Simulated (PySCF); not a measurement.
## Peak assignment

Atom-mapped SMILES (the numbers label the heavy atoms): `[CH3:1]/[CH:2]=[CH:3]/[CH3:4]`. Each H is labelled by its parent atom.

[PySCF 2.14: PBE0-D3(BJ)/def2-SVP geometry; J: B3LYP/pcJ-1 (without the spin–dipole term); NMR shieldings at B3LYP/pcSseg-2/GIAO; one conformer; in vacuum; equivalent nuclei averaged; non-relativistic Hamiltonian]

δ = σ(ref) − σ, references computed at the same level: 13C and 1H against TMS.

(1) Assign these signals to the numbered atoms. 13C{1H} NMR (computed): δ 138.8 (CH), 21.7 (CH3).

(2) Assign these signals to the numbered atoms. 1H NMR (600 MHz, computed): δ 5.74 (m, 2H), 1.76 (m, 6H).

Results:

(1) 
138.8 → C2/C3, alkene CH: as expected for a trigonal carbon in a double bond
21.7 → C1/C4, allylic methyl carbon: aliphatic region, no heteroatom directly attached

(2) 
```tsv
δ (ppm)	atoms	environment	reason
5.74	H(C2)/H(C3)	hydrogen on an alkene CH	olefinic region
1.76	H(C1)/H(C4)	hydrogen on an allylic methyl carbon	allylic position
```

Splittings below 1 Hz are ignored in the labels, and close J values are merged. Couplings among chemically equivalent protons are left out too, so labels in AA′BB′ or AA′XX′ sets are apparent multiplicities. Unscaled 3J(H,H) at this level run about 10 % above measured values. Shifts are as computed. Against solution values, carbons near 30 ppm lie about +3 ppm off and those near 130 ppm about +8 ppm. Of 1211 compounds with measured shifts, 218 miss one by over three times the rms of a fit or turn the order of signals round; such compounds aren't used in these exercises.
